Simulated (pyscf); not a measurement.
`[SiH3]` [doublet] + `[CH3][SnH3]` → `[SiH3][CH2][SnH3]` + `[H]` [doublet] (substitution at C; doublet surface; C–H broken, C–Si formed). PySCF, gas phase, ωB97X-D3(BJ)/def2-SVP geometries. Energies in kJ/mol from the separated reactants.

| level | barrier | reaction energy |
|---|---|---|
| ωB97X-D3(BJ)/def2-TZVP | ___ | +54.1 |
| PBE/def2-TZVP | 155.3 | +79.8 |
| B3LYP-D3(BJ)/def2-TZVP | 170.7 | +81.2 |
| PBE0-D3(BJ)/def2-TZVP | ___ | ___ |
| M06-2X/def2-TZVP | 175.4 | +73.8 |
| ωB97M-D3(BJ)/def2-TZVP | 177.3 | +68.0 |

Task: What belongs in the gaps?

Result: 
- ωB97X-D3(BJ)/def2-TZVP, barrier: 168.8
- PBE0-D3(BJ)/def2-TZVP, barrier: 161.6
- PBE0-D3(BJ)/def2-TZVP, reaction energy: +69.5

The functionals in the table span 22.0 kJ/mol in this barrier, from PBE to ωB97M-D3(BJ)/def2-TZVP. This is the saddle that the search found; another between the same sides may lie lower. The angle at the attacked C is 179°. Elements past Kr carry the def2 core potentials, without spin-orbit coupling.
